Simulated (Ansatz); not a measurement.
`C#CCCCC` + H₂ → `CCCC` + `C#C` at 700 K and 1 bar (hydrogenolysis of a C–C bond).

Gas-phase electronic energies from Ansatz, PBE0-D4/def2-TZVP geometries. CCSD(T)/CBS adds triple-zeta CCSD(T) − MP2 to the extrapolated MP2 energy (def2 sets, frozen cores). This one scheme is used for every species. One conformer a species, not always the lowest.

```json
{"species": "`C#CCCCC`", "CCSD(T)/CBS energy (Eh)": "-234.27922", "H − E (kJ/mol)": "466.3", "S (J/(mol·K))": "495.9"}
{"species": "H₂", "CCSD(T)/CBS energy (Eh)": "-1.17544", "H − E (kJ/mol)": "46.8", "S (J/(mol·K))": "155.3"}
{"species": "`CCCC`", "CCSD(T)/CBS energy (Eh)": "-158.24160", "H − E (kJ/mol)": "420.8", "S (J/(mol·K))": "414.7"}
{"species": "`C#C`", "CCSD(T)/CBS energy (Eh)": "-77.22717", "H − E (kJ/mol)": "102.1", "S (J/(mol·K))": "244.4"}
```

H − E and S are ideal-gas, rigid-rotor, harmonic terms from PBE0-D4/def2-TZVP, for one conformer and one mirror image of each species. For small species the MP2-based limit differs from directly extrapolated CCSD(T) by up to some mEh (0.8 for H₂); such offsets cancel only in part. 1 Eh = 2625.50 kJ/mol, R = 8.31446 J/(mol·K).

By hand: ΔE, ΔH, ΔS and ΔG.

ΔE = (-158.24160) + (-77.22717) − (-234.27922) − (-1.17544) = -0.01411 Eh = -37.0 kJ/mol. Δ(H − E) = 420.8 + 102.1 − 466.3 − 46.8 = 9.8, so ΔH = -27.2 kJ/mol. ΔS = 414.7 + 244.4 − 495.9 − 155.3 = 7.9 J/(mol·K). ΔG = -27.2 − 700 × (7.9)/1000 = -32.7 kJ/mol.

By hand: the equilibrium constant, and the temperature at which ΔG would vanish if ΔH and ΔS stayed fixed.

log₁₀ K = −ΔG/(RT ln 10) = 2.4. ΔH and −TΔS have one sign here, so there is no such temperature.

The number of gas molecules stays the same, so ΔS is small and ΔH decides. A doubt of 5 kJ/mol in ΔE shifts log₁₀ K by 0.4 here. Other conformers and mirror images would add mixing entropy, several J/(mol·K) or more a flexible species. These are equilibria of isolated gas molecules and say nothing of rates. Largest T1 diagnostic: 0.013 (customary marks: 0.02 for closed shells, 0.045 for open ones).

ΔS is within the doubt of such terms, so its sign, and with it that verdict, could turn.
